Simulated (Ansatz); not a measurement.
[BH₂···H···OH], doublet: reading a ladder of total energies

Geometry: a point of a hydrogen-transfer path between rigid fragments, not a stationary point.

```tsv
atom	x (Å)	y (Å)	z (Å)
B	-1.5759	0.0307	0.0000
H	-2.1727	1.0643	0.0000
H	-2.1727	-1.0029	0.0000
H	-0.1969	0.0307	0.0000
O	1.2561	0.0307	0.0000
H	1.5079	-0.9092	0.0000
```

Basis cc-pVDZ; Ansatz 0.2.0. Only valence electrons are correlated (noble-gas cores frozen), which leaves 13 electrons in 46 orbitals. Prefix R: restricted or restricted open-shell reference; prefix U: unrestricted.

Full CI isn't at hand for all of this; UCCSDT(Q) serves as the reference, and is uncertain by about the last step of the cluster series.

Runs differ by some tens of microhartree through their thresholds and, for an open shell, their frozen cores, so steps under 0.03 kcal/mol mean nothing.

```csv
level,total energy (hartree)
UHF,-101.749703
UMP2,-102.007976
UCCSD,-102.047556
UCCSD(T),-102.052809
UCCSDT,-102.053708
UCCSDT(Q),-102.054195
```

Problem. What is the correlation energy at UCCSDT(Q), and what share of it do UMP2 and UCCSDT recover?

Solution. E(corr) = -102.054195 − (-101.749703) = -0.304492 hartree = -8.286 eV. UMP2: -0.258273 / -0.304492 = 84.82 %. UCCSDT: -0.304005 / -0.304492 = 99.84 %.

Problem. By how many kcal/mol does UCCSD(T) miss UCCSDT(Q) (1 hartree = 627.509 kcal/mol), and which steps make up the rest?

Solution. -102.052809 − (-102.054195) = 0.001386 hartree = 0.87 kcal/mol. Steps: UCCSDT − UCCSD(T) = -0.56, UCCSDT(Q) − UCCSDT = -0.31 kcal/mol. Differences between like states or geometries often cancel part of this.
